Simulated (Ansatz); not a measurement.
System: cyclobutane, C$_{4}$H$_{8}$ (charge 0, singlet). SMILES: C1CCC1
Structure (B3LYP-D3(BJ)/def2-TZVP (Ansatz, a first-principles code) minimum search):
```xyz
12

C     -0.0021     1.0817     0.1209
C      0.0007    -1.0808     0.1288
C     -1.0806    -0.0019    -0.1307
C      1.0820     0.0010    -0.1189
H      0.0003     1.9568    -0.5289
H     -0.0082     1.4196     1.1583
H      0.0054    -1.9605    -0.5146
H     -0.0045    -1.4112     1.1686
H     -1.9615    -0.0007     0.5111
H     -1.4091    -0.0061    -1.1712
H      1.9558     0.0045     0.5324
H      1.4217    -0.0023    -1.1558
```

Computed values are from Ansatz. Cores are frozen in the correlated levels unless marked. Open shells are spin-unrestricted. No spin-orbit coupling. No relativistic terms. CBS(X,Y): correlation extrapolated as X^-3; Hartree-Fock from the larger set. [CCSD(T)-MP2]/basis is that difference in the basis named.

```yaml
atomisation energy De: 1148.6 kcal/mol at RI-MP2/CBS(cc-pVTZ,cc-pVQZ)+[CCSD(T)-MP2]/cc-pVTZ
total_energy: -156.9955 Eh at RI-MP2/CBS(cc-pVTZ,cc-pVQZ)+[CCSD(T)-MP2]/cc-pVTZ
dipole_moment: 0.00 D at CCSD(T)/aug-cc-pVDZ
T1 diagnostic: 0.008 at CCSD/cc-pVTZ
measured enthalpy of formation, 298 K: 6.8 kcal/mol (G2/97 table in ASE (Curtiss et al.); older table, unchecked)
```
